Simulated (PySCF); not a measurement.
# Gas-phase thermal properties of O3

Method: PySCF energies (xtb for GFN2) plus ideal-gas RRHO corrections (1 bar). The comparison is the NASA 1993 polynomial table, which mixes measured and estimated data. 6-31G* has spherical d functions here. All species are closed-shell singlets. B3LYP is the form with VWN-RPA correlation. The harmonic model lacks anharmonicity and excited electronic states, which grow with temperature; levels with a mode under 35 cm⁻¹ are left out. Strong static correlation: O3.

```
level           point group  σ  ZPE (kJ/mol)  S°298 (J/mol/K)  Cp298 (J/mol/K)  S°1000 (J/mol/K)  H1000 − H298 (kJ/mol)
--------------  -----------  -  ------------  ---------------  ---------------  ----------------  ---------------------
table                     -  -             -            239.0             39.4             297.6                   35.2
B3LYP/6-31G*            C2v  2          19.4            238.2             37.9             294.2                   33.6
GFN2-xTB                C2v  2          19.9            237.6             37.9             293.2                   33.4
HF/6-31G*               C2v  2          22.9            236.3             36.3             289.7                   32.1
PBE/def2-SVP            C2v  2          18.2            238.4             38.5             295.3                   34.1
PBE0/def2-TZVP          C2v  2          20.4            237.4             37.3             292.6                   33.2
```
σ: rotational symmetry number. Electronic degeneracy used: 1. Frequencies are unscaled.
